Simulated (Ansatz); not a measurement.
**Al, fcc: geometry optimisation**

The calculation used DFT, RPBE, plane waves (420 eV) with PAW, scalar-relativistic (Ansatz 0.2.0). The PAW files were generated under PBE, with cores re-solved for the functional.

k-point mesh 13×13×13, Fermi-Dirac smearing 0.1 eV, no spin polarisation. Cell and atoms relax.

Starting structure:

```
CELL_PARAMETERS angstrom
0.00000 2.02479 2.02479
2.02479 0.00000 2.02479
2.02479 2.02479 0.00000
ATOMIC_POSITIONS crystal
Al 0.00000 0.00000 0.00000
```

Q: What cell does the relaxation end in?

A: Fm-3m with a = 4.065 Å; 16.79 Å³ per atom against 16.60 at the start (1.1 %).

Q: How much energy does the relaxation gain?

A: 0.5 meV per atom.
